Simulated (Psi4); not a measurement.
# BH2SF (SMILES FBS) at 5 levels

Aim: a comparison of 5 runs (HF/aug-cc-pVDZ, SVWN-RPA/LANL2DZ, M06-2X/pcseg-1, PBE/def2-SVP, CCSD(T)/def2-SVP) of BH2SF. 

Program for the calculation: Psi4 1.11.

3 further runs of the same task are left out: 3 set aside as unsound or not needed.

### Step 1. The molecule

The species is BH2SF (5 atoms), meant as a singlet with charge 0. As SMILES, `FBS`. The shape is that of a PBE0-D4/def2-TZVP optimisation. This is one conformer, not always the lowest.

Bond lengths: F1–B2 1.322 Å, B2–S3 1.794 Å, B2–H4 1.194 Å, S3–H5 1.342 Å. Angles: F1–B2–S3 117.9°, F1–B2–H4 119.5°, S3–B2–H4 122.6°, B2–S3–H5 94.9°.

### Step 2. Energy and gradient at HF/aug-cc-pVDZ (run 1)

File input.json:

```json
{
 "schema_name": "qcschema_input",
 "schema_version": 1,
 "molecule": {
  "schema_name": "qcschema_molecule",
  "schema_version": 2,
  "symbols": ["F", "B", "S", "H", "H"],
  "geometry": [-2.11479251, -1.7119029, -2.02049517, -0.78007894, -0.64080613, -0.20049994, 1.83756968, 1.32016267, -1.09490732, -1.345485, -1.0032556, 1.9534099, 2.4970841, 1.89671811, 1.28425787],
  "molecular_charge": 0,
  "molecular_multiplicity": 1,
  "fix_symmetry": "c1"
 },
 "driver": "gradient",
 "model": {
  "method": "hf",
  "basis": "aug-cc-pVDZ"
 },
 "keywords": {
  "reference": "rhf",
  "puream": true,
  "e_convergence": 1e-09,
  "d_convergence": 1e-08,
  "scf_type": "pk",
  "scf_properties": ["QUADRUPOLE", "WIBERG_LOWDIN_INDICES", "LOWDIN_CHARGES"]
 }
}
```

Command:

```bash
$ psi4 --qcschema input.json -n 1 --memory 1600MB
```

stdout:

```text
[...]
  Running in c1 symmetry.
[...]
  Nuclear repulsion =   86.635626934592679
[...]
  Multiplicity = 1
[...]
  Nalpha       = 16
  Nbeta        = 16
[...]
    Number of basis functions: 91
[...]
   @RHF iter   1:  -522.86442920266450   -6.54703e-01   3.39347e-03 ADIIS/DIIS
[...]
   @RHF iter  11:  -522.91532123574973   -2.47837e-11   7.43671e-09 DIIS
[...]
    Orbital Energies [Eh]
    ---------------------
    Doubly Occupied:
       1A    -91.972302     2A    -26.324363     3A     -8.977185
       4A     -7.704801     5A     -6.659025     6A     -6.657809
       7A     -6.656332     8A     -1.633100     9A     -1.004432
      10A     -0.793716    11A     -0.714443    12A     -0.685943
      13A     -0.615480    14A     -0.561130    15A     -0.462157
      16A     -0.408205
[...]
  @RHF Final Energy:  -522.91532123574973
   => Energetics <=
    Nuclear Repulsion Energy =             86.6356269345926790
    One-Electron Energy =                -895.4410531201314143
    Two-Electron Energy =                 285.8901049497890199
    Total Energy =                       -522.9153212357497296
[...]
 Multipole Moments:
 ------------------------------------------------------------------------------------
     Multipole            Electronic (a.u.)      Nuclear  (a.u.)        Total (a.u.)
 ------------------------------------------------------------------------------------
 L = 1.  Multiply by 2.5417464519 to convert [e a0] to [Debye]
 Dipole X            :         -1.8448246            2.0459332            0.2011086
 Dipole Y            :         -1.4664429            1.6395140            0.1730711
 Dipole Z            :         -2.0598938            2.7032769            0.6433831
 Magnitude           :                                                    0.6959455
 L = 2.  Multiply by 1.3450342976 to convert [e a0^2] to [Debye ang]
 Quadrupole XX       :       -122.9529813          103.6827806          -19.2702007
 Quadrupole XY       :        -79.5544132           79.2767717           -0.2776415
[...]
  -Total Gradient:
     Atom            X                  Y                   Z
    ------   -----------------  -----------------  -----------------
       1        0.004873357581     0.003897826204     0.006181659529
       2        0.002722725085     0.001811254544    -0.008511006058
       3       -0.005929525637    -0.004564463753    -0.001558085409
       4        0.000094837898     0.000117023338     0.001662324897
       5       -0.001761394925    -0.001261640332     0.002225107040
[...]
```

The result, in JSON:

```text
{
 "driver": "gradient",
 "model": {
  "method": "hf",
  "basis": "aug-cc-pVDZ"
 },
 "success": true,
 "return_result": [0.004873357580847476, 0.0038978262042060063, 0.006181659528970929, 0.0027227250854245932, 0.0018112545442423023, -0.008511006057978776, -0.00592952563735491, -0.004564463752816883, -0.0015580854087378082, 9.483789841260165e-05, 0.00011702333787309491, 0.0016623248970970561, -0.0017613949245611632, -0.0012616403321020486, 0.0022251070404021855],
 "properties": {
  "calcinfo_nbasis": 91,
  "calcinfo_nmo": 91,
  "calcinfo_nalpha": 16,
  "calcinfo_nbeta": 16,
  "calcinfo_natom": 5,
  "nuclear_repulsion_energy": 86.63562693459268,
  "return_energy": -522.9153212357497,
  "return_gradient": [0.004873357580847476, 0.0038978262042060063, 0.006181659528970929, 0.0027227250854245932, 0.0018112545442423023, -0.008511006057978776, -0.00592952563735491, -0.004564463752816883, -0.0015580854087378082, 9.483789841260165e-05, 0.00011702333787309491, 0.0016623248970970561, -0.0017613949245611632, -0.0012616403321020486, 0.0022251070404021855],
  "scf_one_electron_energy": -895.4410531201314,
  "scf_two_electron_energy": 285.890104949789,
  "scf_dipole_moment": [0.20110861072022956, 0.17307108424201867, 0.6433831395528098],
  "scf_total_energy": -522.9153212357497,
  "scf_total_gradient": [0.004873357580847476, 0.0038978262042060063, 0.006181659528970929, 0.0027227250854245932, 0.0018112545442423023, -0.008511006057978776, -0.00592952563735491, -0.004564463752816883, -0.0015580854087378082, 9.483789841260165e-05, 0.00011702333787309491, 0.0016623248970970561, -0.0017613949245611632, -0.0012616403321020486, 0.0022251070404021855],
  "scf_iterations": 11
 }
}
```

Run time: 9.6 s. Hardware: 1 thread of Intel Xeon 6975P-C (Granite Rapids), shared host; peak memory 0.4 GiB.

### Step 3. A single-point energy at SVWN-RPA/LANL2DZ (core potential, Cartesian functions, ddCOSMO toluene) (run 2)

File input.dat:

```
memory 1600 mb

molecule m {
  0 1
  F     -2.11479251    -1.71190290    -2.02049517
  B     -0.78007894    -0.64080613    -0.20049994
  S      1.83756968     1.32016267    -1.09490732
  H     -1.34548500    -1.00325560     1.95340990
  H      2.49708410     1.89671811     1.28425787
  units au
  symmetry c1
}

set {
  basis         LANL2DZ
  scf_type      pk
  ddx           true
  ddx_model     cosmo
  ddx_solvent   toluene
  ddx_radii_set uff
}

energy('svwn')
print_variables()
```

Command:

```bash
$ psi4 -i input.dat -o output.dat -n 1
```

output.dat:

```text
[...]
    !!!  WARNING: ECP capability is in beta. Please check occupations closely.  !!!
[...]
  Running in c1 symmetry.
[...]
  Nuclear repulsion =   48.175269383637193
[...]
  Multiplicity = 1
[...]
  Nalpha       = 11
  Nbeta        = 11
[...]
    Number of basis functions: 30
[...]
   @RKS iter   1:  -135.41557111402619   -9.84840e-01   1.28541e-02 DIIS/ADIIS
[...]
   @RKS iter   8:  -135.50473948337236   -5.68716e-09   7.08336e-07 DIIS
[...]
    Orbital Energies [Eh]
    ---------------------
    Doubly Occupied:
       1A    -24.142465     2A     -6.537460     3A     -1.148343
       4A     -0.737678     5A     -0.525182     6A     -0.468806
       7A     -0.438625     8A     -0.429122     9A     -0.378674
      10A     -0.305323    11A     -0.287064
[...]
  @RKS Final Energy:  -135.50473948337236
   => Energetics <=
    Nuclear Repulsion Energy =             48.1752693836371932
    One-Electron Energy =                -284.8927653191899481
    Two-Electron Energy =                 118.1086991304407263
    DFT Exchange-Correlation Energy =     -16.8932767112563305
    Empirical Dispersion Energy =           0.0000000000000000
    VV10 Nonlocal Energy =                  0.0000000000000000
    DD Solvation Energy =                 -0.0026659670039921
    Total Energy =                       -135.5047394833723615
[...]
 Multipole Moments:
 ------------------------------------------------------------------------------------
     Multipole            Electronic (a.u.)      Nuclear  (a.u.)        Total (a.u.)
 ------------------------------------------------------------------------------------
 L = 1.  Multiply by 2.5417464519 to convert [e a0] to [Debye]
 Dipole X            :         14.9106729          -14.5881219            0.3225510
 Dipole Y            :         11.2846355          -11.0104269            0.2742085
 Dipole Z            :         -1.4262432            2.3488868            0.9226436
 Magnitude           :                                                    1.0151358
[...]
```

Run time: 3.6 s. Hardware: 1 thread of Intel Xeon 6975P-C (Granite Rapids), shared host; peak memory 0.24 GiB.

### Step 4. Energy and gradient at M06-2X/pcseg-1 (run 3)

File calc.py:

```python
import psi4

psi4.set_memory('1600 MB')
psi4.set_num_threads(1)
psi4.set_output_file('output.dat', False)

mol = psi4.geometry("""
F     -1.119100    -0.905900    -1.069200
B     -0.412800    -0.339100    -0.106100
S      0.972400     0.698600    -0.579400
H     -0.712000    -0.530900     1.033700
H      1.321400     1.003700     0.679600
symmetry c1
no_reorient
no_com
""")

psi4.set_options({
    'basis': 'pcseg-1',
    'puream': True,
    'e_convergence': 1e-09,
    'd_convergence': 1e-08,
    'scf_type': 'pk',
    'dft_radial_points': 99,
    'dft_spherical_points': 590,
})

e, wfn = psi4.gradient('m06-2x', molecule=mol, return_wfn=True)
psi4.oeprop(wfn, 'QUADRUPOLE', 'LOWDIN_CHARGES', 'MAYER_INDICES')
print('gradient / Eh bohr^-1')
print(e.np.round(6))
print(f'energy = {wfn.energy():.10f} Eh')
```

Command:

```bash
$ python calc.py
```

output.dat:

```text
[...]
  Running in c1 symmetry.
[...]
  Nuclear repulsion =   86.635626912480006
[...]
  Multiplicity = 1
[...]
  Nalpha       = 16
  Nbeta        = 16
[...]
    Number of basis functions: 56
[...]
   @RKS iter   1:  -524.01109745821384   -4.11563e-01   5.59431e-03 DIIS/ADIIS
[...]
   @RKS iter  11:  -524.06004828630262   -3.52429e-12   5.34228e-09 DIIS
[...]
  @RKS Final Energy:  -524.06004828630262
   => Energetics <=
    Nuclear Repulsion Energy =             86.6356269124800065
    One-Electron Energy =                -895.6866163623709554
    Two-Electron Energy =                 304.4844062639243134
    DFT Exchange-Correlation Energy =     -19.4934651003359285
    Empirical Dispersion Energy =           0.0000000000000000
    VV10 Nonlocal Energy =                  0.0000000000000000
    Total Energy =                       -524.0600482863026173
[...]
  -Total Gradient:
     Atom            X                  Y                   Z
    ------   -----------------  -----------------  -----------------
       1        0.002201302806     0.001782253559     0.003441046610
       2        0.000507727366     0.000244532637    -0.004732957672
       3       -0.001281712177    -0.000905335309     0.002437178627
       4       -0.000198149384    -0.000130673707     0.000838818498
       5       -0.001179841963    -0.000951302250    -0.001919022367
[...]
 Multipole Moments:
 ------------------------------------------------------------------------------------
     Multipole            Electronic (a.u.)      Nuclear  (a.u.)        Total (a.u.)
 ------------------------------------------------------------------------------------
 L = 1.  Multiply by 2.5417464519 to convert [e a0] to [Debye]
 Dipole X            :         -7.4359098            7.6191868            0.1832770
 Dipole Y            :         -3.2443649            3.4049085            0.1605436
 Dipole Z            :         34.1431037          -33.4678056            0.6752981
 Magnitude           :                                                    0.7179083
 L = 2.  Multiply by 1.3450342976 to convert [e a0^2] to [Debye ang]
 Quadrupole XX       :       -124.5553638          105.3660984          -19.1892654
 Quadrupole XY       :        -80.1866482           79.9826561           -0.2039921
[...]
```

On the terminal:

```text
gradient / Eh bohr^-1
[[ 0.002201  0.001782  0.003441]
 [ 0.000508  0.000245 -0.004733]
 [-0.001282 -0.000905  0.002437]
 [-0.000198 -0.000131  0.000839]
 [-0.00118  -0.000951 -0.001919]]
energy = -524.0600482863 Eh
```

Run time: 11 s. Hardware: 1 thread of Intel Xeon 6975P-C (Granite Rapids), shared host; peak memory 1.2 GiB.

Run 4 isn't shown in full; the table further down has it.

### Step 5. A single-point energy at CCSD(T)/def2-SVP (run 5)

File run.py:

```python
import psi4

psi4.set_memory('1600 MB')
psi4.set_num_threads(1)
psi4.set_output_file('run.log', False)

m = psi4.geometry("""
0 1
F
B 1 1.322
S 2 1.794328 1 117.91976
H 2 1.193923 1 119.52001 3 -179.99452
H 3 1.341629 2 94.8648 4 -0.02363
symmetry c1
""")

psi4.set_options({
    'basis': 'def2-SVP',
    'reference': 'rhf',
    'puream': True,
    'e_convergence': 1e-09,
    'd_convergence': 1e-08,
    'scf_type': 'pk',
    'num_frozen_docc': 7,
})

E = psi4.energy("ccsd(t)", molecule=m)
print('E =', round(E, 9))
```

Command:

```bash
$ python run.py
```

run.log:

```text
[...]
  Running in c1 symmetry.
[...]
  Nuclear repulsion =   86.635623451525788
[...]
  Multiplicity = 1
[...]
  Nalpha       = 16
  Nbeta        = 16
[...]
    Number of basis functions: 56
[...]
   @RHF iter   1:  -522.63023167038773   -6.12036e-01   5.16242e-03 DIIS/ADIIS
[...]
   @RHF iter  11:  -522.67612822845626   -7.84439e-12   9.48657e-09 DIIS
[...]
    Orbital Energies [Eh]
    ---------------------
    Doubly Occupied:
       1A    -91.931596     2A    -26.302444     3A     -8.968745
       4A     -7.699347     5A     -6.656447     6A     -6.655274
       7A     -6.653960     8A     -1.598510     9A     -0.997829
      10A     -0.786167    11A     -0.711954    12A     -0.684290
      13A     -0.612780    14A     -0.558079    15A     -0.459747
      16A     -0.405491
[...]
  @RHF Final Energy:  -522.67612822845626
   => Energetics <=
    Nuclear Repulsion Energy =             86.6356234515257881
    One-Electron Energy =                -895.2581802520595602
    Two-Electron Energy =                 285.9464285720774228
    Total Energy =                       -522.6761282284562640
[...]
 Multipole Moments:
 ------------------------------------------------------------------------------------
     Multipole            Electronic (a.u.)      Nuclear  (a.u.)        Total (a.u.)
 ------------------------------------------------------------------------------------
 L = 1.  Multiply by 2.5417464519 to convert [e a0] to [Debye]
 Dipole X            :         -0.0001726            0.0002999            0.0001273
 Dipole Y            :          0.3306160           -0.0582379            0.2723781
 Dipole Z            :         -3.0731404            3.7653905            0.6922501
 Magnitude           :                                                    0.7439086
[...]
      * MP2 total energy                      = -523.077003769573366
[...]
      * CCSD total energy                     = -523.104966702424917
[...]
      * CCSD(T) total energy                  = -523.114952395012892
```

On the terminal:

```text
E = -523.114952395
```

It took 4.8 s on 1 thread of Intel Xeon 6975P-C (Granite Rapids), shared host; peak memory 0.25 GiB.

### Step 6. Overview of the runs

```tsv
run	level	task	core potential	energy (Eh)	dipole moment (D)	HOMO energy (eV)	LUMO energy (eV)	wall time
1	HF/aug-cc-pVDZ	gradient	none	-522.915321	1.77	-11.11	1.02	9.6 s
2	SVWN-RPA/LANL2DZ (core potential, Cartesian functions, ddCOSMO toluene)	energy	LANL2DZ	-135.504739	2.58	-7.81	-2.36	3.6 s
3	M06-2X/pcseg-1	gradient	none	-524.060048	1.82	-9.52	0.29	11 s
4	PBE/def2-SVP	gradient	none	-523.630435	1.49	-6.96	-1.38	8.1 s
5	CCSD(T)/def2-SVP	energy	none	-523.114952	–	-11.03	3.25	4.8 s
```

### Step 7. Summary of results

```
                                          quantity          value
                               run 5: total energy  -523.11495 Eh
        run 5: HOMO energy (Hartree–Fock orbitals)      -11.03 eV
        run 5: LUMO energy (Hartree–Fock orbitals)        3.25 eV
      run 5: HOMO–LUMO gap (Hartree–Fock orbitals)       14.28 eV
run 5: correlation energy (7 core orbitals frozen)     -438.8 mEh
                             run 5: (T) correction      -9.99 mEh
                              run 5: T1 diagnostic          0.014
```

**Reading.** Over runs 1, 2, 3, 4 the dipole moment (its size) runs from 1.49 D (PBE/def2-SVP) to 2.58 D (SVWN-RPA/LANL2DZ). The two ends differ in method and basis and solvent and core potential. Over runs 1, 2, 3, 4 the HOMO–LUMO gap runs from 5.45 eV (SVWN-RPA/LANL2DZ) to 12.13 eV (HF/aug-cc-pVDZ). Totals of different functionals can't be ranked against each other. Some runs of one species differ in core potentials or relativity; totals across that change don't compare. All runs together took 37 s, the longest 11 s.
